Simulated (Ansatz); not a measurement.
Relaxation of C$_{2}$H$_{7}$NO (11 atoms, charge 0, multiplicity 1), to a largest force component of 0.015 eV/Å in at most 40 steps.

Level of theory: Ansatz, RKS PBE/6-31G*.

```xyz
11
Properties=species:S:1:pos:R:3:forces:R:3
C -0.467 1.349 0.053 -2.39 1.98 -0.57
O -0.797 0.046 0.407 -0.86 0.24 0.68
C 0.344 -0.735 0.507 2.45 0.20 0.30
N 0.595 -1.519 -0.682 -1.85 -2.18 1.03
H 0.013 1.426 -0.936 0.42 -0.01 -0.16
H -1.465 1.942 -0.061 1.29 -0.86 0.19
H 0.105 1.889 0.822 0.39 -0.01 0.13
H 0.290 -1.389 1.371 -0.51 -0.63 0.40
H 1.276 -0.114 0.746 -0.78 -0.23 -0.45
H -0.342 -2.058 -0.755 1.64 0.45 -0.18
H 0.514 -0.893 -1.450 0.19 1.05 -1.36
```

Task: Where does it end, and by what steps?

Result: The run converged. After 8 steps the energy has fallen by 0.426 eV; H5 moved furthest, 0.55 Å.

| step | energy less start (eV) | largest force component (eV/Å) | accepted |
| --- | --- | --- | --- |
| 0 | 0.0000 | 2.446 | yes |
| 1 | -0.3140 | 1.070 | yes |
| 2 | -0.3657 | 0.437 | yes |
| 3 | -0.4072 | 0.330 | yes |
| 4 | -0.4215 | 0.189 | yes |
| 5 | -0.4245 | 0.104 | yes |
| 6 | -0.4254 | 0.023 | yes |
| 7 | -0.4256 | 0.016 | yes |
| 8 | -0.4256 | 0.006 | yes |

```xyz
11
Properties=species:S:1:pos:R:3
C -0.545 1.342 -0.008
O -0.771 0.140 0.707
C 0.336 -0.774 0.621
N 0.581 -1.412 -0.651
H -0.451 1.180 -1.103
H -1.417 1.991 0.170
H 0.370 1.867 0.343
H 0.096 -1.552 1.364
H 1.270 -0.258 0.928
H -0.282 -1.850 -0.993
H 0.877 -0.731 -1.358
```

Whether the end is a true minimum wasn't checked by a vibrational analysis.

Run time: 24 s on 1 thread of Arm Neoverse V1 (shared host), peak memory 0.12 GiB.
